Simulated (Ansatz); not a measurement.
# Cohesive energy of some elemental solids other than molecular ones

Method: HSE06 (Ansatz, a quantum-chemistry and plane-wave program, PAW). References are measured values corrected to a static lattice or taken at low temperature (these still hold zero-point motion). The table is a random draw of 6 from 19 solids with such references.

Values in eV/atom.

```json
[
 {"solid": "bcc Ba", "reference": "1.91*", "HSE06": "?", "error (eV/atom)": "?"},
 {"solid": "fcc Sr", "reference": "1.73*", "HSE06": "1.57", "error (eV/atom)": "-0.16"},
 {"solid": "fcc Ag", "reference": "2.97*", "HSE06": "2.38", "error (eV/atom)": "-0.59"},
 {"solid": "fcc Al", "reference": "3.43*", "HSE06": "3.42", "error (eV/atom)": "-0.01"},
 {"solid": "diamond-structure Ge", "reference": "3.92*", "HSE06": "3.72", "error (eV/atom)": "-0.20"},
 {"solid": "hcp Mg", "reference": "1.51†", "HSE06": "1.52", "error (eV/atom)": "+0.01"}
]
```

Task: Estimate the withheld HSE06 value.

Result: The errors of the other rows run from -0.59 eV/atom to +0.01 eV/atom, with a median of -0.16 eV/atom; carried to the reference 1.91 it gives 1.75 eV/atom. The run gives 1.77 eV/atom (-0.14 eV/atom); the row was picked among those where that median comes within half of the row's own error. Over these 6 solids the mean error is -0.18 eV/atom, the mean absolute error 0.19 eV/atom (median 0.15 eV/atom), and the worst case fcc Ag at -0.59 eV/atom; the value is below the reference in 5 of 6 cases. Over all 19 the mean error is -0.13 eV/atom and the mean absolute error 0.18 eV/atom (median 0.12 eV/atom).

A star marks references brought to a static lattice; the others are low-temperature values that still hold zero-point motion, which matters most for light elements.

Spin–orbit coupling is left out, also for the solids with elements from indium on (bcc Ba); its size isn't shown.

† marks references with one source in our tables, § those from which another value on file, of any temperature, differs by over 15 %.

Differences are worked out from the printed values.

Free atoms are spin-polarised, in the lowest state found; at levels without +SOC their spin–orbit coupling is left out. Each level is taken at its own relaxed cell. Ansatz's density-functional and Hartree–Fock values are scalar-relativistic unless marked +SOC, with PAW data made under PBE.

Ansatz's runs of these crystals have no spin polarisation.

Not in this set, of the elemental solids other than molecular ones with a reference value in our tables and a result at some level: 22 for a doubt noted on the run at HSE06 (hcp Co, antiferromagnetic bcc Cr, bcc Fe, hcp Hf, fcc Ir and 17 more); 6 for spin–orbit terms of free atoms that are large (Br, In, Sn, Te, I, elements past barium) (fcc Au, body-centred tetragonal In, hcp Lu, fcc Pb, grey tin (α-Sn) and 1 more); 1 for a structure that the level left (HSE06) (white tin (β-Sn)); 1 for sources at odds (hcp Tc). These can be a level's worst cases. Values held back for tests aren't counted. Layered and molecular crystals are counted apart. The metals Ce to Yb are counted apart.

References as tabulated in Mejia-Rodriguez and Trickey (2018), arXiv:1807.09216; Csonka et al. (2009), arXiv:0903.4037; Sun et al. (2011), doi:10.1103/physrevb.84.035117; Kittel's textbook.
